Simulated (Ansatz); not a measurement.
A calculation with Ansatz (development build ahead of 0.2.0).

```yaml
crystal:
  periodic: [false, false, false]
  atoms:
    - { symbol: C, position_ang: [0.5303, 0.0, 0.0] }
    - { symbol: H, position_ang: [1.2005, 0.69773, 0.69773] }
    - { symbol: H, position_ang: [1.2005, -0.69773, -0.69773] }
    - { symbol: F, position_ang: [-0.31016, 0.83691, -0.83691] }
    - { symbol: F, position_ang: [-0.31016, -0.83691, 0.83691] }
basis:
  gaussian: { orbitals: cc-pVTZ }
hamiltonian:
  xc: hf
```

The input is written out in the form of the current development build from the run's settings.

The run gave:

```
Converged                       : yes
Total energy                    : -237.95730 hartree
Spin squared of the determinant : 0.000
```

Caution: no unrestricted run beside it, a lower state can exist.
